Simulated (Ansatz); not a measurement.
`C#[C][Na]` + H₂S → `[Na][SH]` + acetylene at 400 K and 1 bar (ligand exchange at the Na–C bond).

Isolated molecules relaxed with PBE0-D4/def2-TZVP in Ansatz; ΔE leaves out vibrations. CCSD(T)/CBS adds triple-zeta CCSD(T) − MP2 to the extrapolated MP2 energy (def2 sets, frozen cores). This one scheme is used for every species. For Na outer-core shells are correlated without core-valence functions, which leaves a few kJ/mol of doubt a bond.

```csv
species,CCSD(T)/CBS energy (Eh),H − E (kJ/mol),S (J/(mol·K))
`C#[C][Na]`,-238.72285,64.7,275.1
H₂S,-398.97279,53.4,215.9
`[Na][SH]`,-560.50072,37.0,270.1
`C#C`,-77.22717,85.5,213.8
```

H − E and S are ideal-gas, rigid-rotor, harmonic terms from PBE0-D4/def2-TZVP. 1 Eh = 2625.50 kJ/mol, R = 8.31446 J/(mol·K).

Q: By hand: ΔE, ΔH, ΔS and ΔG.

A: ΔE = (-560.50072) + (-77.22717) − (-238.72285) − (-398.97279) = -0.03225 Eh = -84.7 kJ/mol. Δ(H − E) = 37.0 + 85.5 − 64.7 − 53.4 = 4.4, so ΔH = -80.3 kJ/mol. ΔS = 270.1 + 213.8 − 275.1 − 215.9 = -7.1 J/(mol·K). ΔG = -80.3 − 400 × (-7.1)/1000 = -77.5 kJ/mol.

Q: By hand: the equilibrium constant, and the temperature at which ΔG would vanish if ΔH and ΔS stayed fixed.

A: log₁₀ K = −ΔG/(RT ln 10) = 10.1. ΔG = 0 at ΔH/ΔS = 11310 K, far beyond where these terms or the molecules hold.

The number of gas molecules stays the same, so ΔS is small and ΔH decides. A doubt of 5 kJ/mol in ΔE shifts log₁₀ K by 0.7 here. These are equilibria of isolated gas molecules and say nothing of rates. Largest T1 diagnostic: 0.013 (customary marks: 0.02 for closed shells, 0.045 for open ones).
